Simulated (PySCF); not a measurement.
Compound: CHF2CH2SH, C2H4F2S.
Cartesian coordinates in Å at the PBE0-D3(BJ)/def2-TZVP level; atoms count from 1:
```xyz
9
C2H4F2S angstrom
F      0.243    1.657   -0.220
C     -0.144    0.668    0.628
F      0.815    0.540    1.571
C     -0.351   -0.621   -0.126
S      1.112   -1.235   -0.984
H     -1.064    1.000    1.124
H     -1.183   -0.491   -0.820
H     -0.631   -1.396    0.589
H      1.229   -0.199   -1.830
```

The closed-shell ground state was solved at several levels (PySCF, density fitting, gas phase, non-relativistic). Geometry: PBE0-D3(BJ)/def2-TZVP, one conformer, isolated molecule.

```csv
level,basis functions,total energy (Eh),HOMO (eV),LUMO (eV),gap (eV),dipole (D)
PBE0/pcSseg-2,243,-676.2118,-7.21,0.20,7.41,2.51
B97-2/pcSseg-2,243,-676.5733,-6.96,0.19,7.15,2.50
wB97X-D/pcSseg-2,243,-676.5525,-9.10,1.96,11.06,2.55
```

(1) Estimate the row for KT3/pcSseg-2, a basis of 243 functions; the other rows only guide the guess.

(2) Over all these levels, which gives the widest orbital gap and which the narrowest?

(3) In the pcSseg-2 basis, how does the gap go with the fixed share of exact exchange?

(4) How far do the dipole and the HOMO energy spread over the levels?

Results:

(1) Total energy -683.0540 Eh, HOMO -6.04 eV, LUMO -0.77 eV, gap 5.27 eV, dipole 2.35 D.

(2) wB97X-D/pcSseg-2 (range-separated hybrid) has the widest, 11.06 eV, and KT3/pcSseg-2 (GGA) the narrowest, 5.27 eV. From the narrowest to the widest the HOMO moves by -3.06 eV and the LUMO by +2.73 eV.

(3) KT3 (0 %) 5.27 eV; B97-2 (21 %) 7.15 eV; PBE0 (25 %) 7.41 eV. Each rise in the share widens the gap here.

(4) The dipole runs from 2.35 to 2.55 D (mean 2.48 D) and the HOMO from -9.10 to -6.04 eV.

The pairwise dispersion term of wB97X-D wasn't added to the energies; at a given geometry it leaves orbitals and properties as they are.
